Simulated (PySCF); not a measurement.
methylcyclopropane, C₄H₈, SMILES CC1CC1, point group Cs.

Level: PBE0/pcSseg-1 in PySCF (density fitting, grid level 2); geometry and Hessian at that level, cubic constants and property derivatives from steps of ±0.6 along each species' dimensionless normal coordinates, second-order vibrational perturbation theory. The parent has the commonest isotopes.

Equilibrium geometry (Å):

| atom | x | y | z |
| --- | --- | --- | --- |
| C1 | 1.3401 | -0.4604 | -0.4201 |
| C2 | 0.1634 | -0.1787 | 0.4733 |
| C3 | -1.2368 | -0.3102 | -0.0466 |
| C4 | -0.6748 | 1.0473 | 0.2664 |
| H5 | 1.1376 | -0.1406 | -1.4495 |
| H6 | 1.5740 | -1.5318 | -0.4462 |
| H7 | 2.2370 | 0.0709 | -0.0786 |
| H8 | 0.3061 | -0.4769 | 1.5124 |
| H9 | -1.3641 | -0.5780 | -1.0943 |
| H10 | -2.0026 | -0.7177 | 0.6099 |
| H11 | -0.4222 | 1.6977 | -0.5696 |
| H12 | -1.0528 | 1.5756 | 1.1389 |

Problem. Give the equilibrium and ground-state rotational constants (MHz) of parent; ²H at 9.

Solution. 
| species | Ae | Be | Ce | A0 | B0 | C0 | Δ0 (u Å²) | harmonic ZPE (cm⁻¹) |
| --- | --- | --- | --- | --- | --- | --- | --- | --- |
| parent | 15718 | 6364.6 | 5591.5 | 15563 | 6309.8 | 5539.9 | -21.343 | 24071 |
| ²H at 9 | 14505 | 6240.4 | 5453.2 | 14367 | 6187.5 | 5403.9 | -23.332 | 23361 |

Δ0 = Ic − Ia − Ib from the ground-state constants.

Problem. How is the parent's vibrational correction B0 − Be made up?

Solution. 
| axis | harmonic | Coriolis | cubic | total (MHz) |
| --- | --- | --- | --- | --- |
| a | 31.1 | -40.5 | -146 | -155 |
| b | 9.7 | -5.11 | -59.4 | -54.8 |
| c | 5.66 | -3.9 | -53.4 | -51.6 |

Problem. And its quartic centrifugal distortion constants from the harmonic force field?

Solution. Asymmetric top, A reduction, Ir representation: ΔJ = 2.53 kHz, ΔJK = 3.31 kHz, ΔK = 8.47 kHz, δJ = 0.2 kHz, δK = 3.12 kHz.

A mode lies under 250 cm⁻¹, where this perturbation treatment is rough. Internal rotors are held in one well.
